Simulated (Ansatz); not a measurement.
# Si2: the cost of one run

Computed with Ansatz 0.2.0, Gaussian basis. Level: the settings change from run to run.

22 further runs of the same task are left out: 17 that didn't finish, 5 set aside as unsound or not needed.

### 1 The system

The geometry derives from a PBE0/def2-TZVP stationary point (not a proven minimum). One bond is set to the value named and the two fragments are kept rigid.

2 atoms, charge 1, spin multiplicity 4.

Atoms are counted from 1 here; the program's logs count them from 0.

Bond lengths: Si1–Si2 1.821 Å.

Coordinates:

```xyz
2
charge 1, multiplicity 4
Si    0.00000    0.00000    0.00000
Si    0.00000    0.00000    1.82100
```

### 2 CCSDT on UHF/def2-mTZVP

in.yaml reads:

```yaml
crystal:
  periodic: [false, false, false]
  atoms:
    - {symbol: Si, position_ang: [0.000000, 0.000000, 0.000000]}
    - {symbol: Si, position_ang: [0.000000, 0.000000, 1.821000]}
basis:
  gaussian: {orbitals: def2-mTZVP, fitting: {mean_field: def2-universal-jkfit}}
total_charge: 1
magnetization: {spin_polarized: true, initial_magnetization: 3}
correlation: {method: ccsdt, electrons: outside_noble_gas}
output: {forces: true}
```

Command:

```console
$ ansatz run in.yaml --threads 1 --pin off --events-out ev --progress --plain --max-ram 2393MiB
```

What time and memory should one allow on 1 thread of Arm Neoverse V2, shared host?

About 15 s, with a peak of 0.31 GiB.
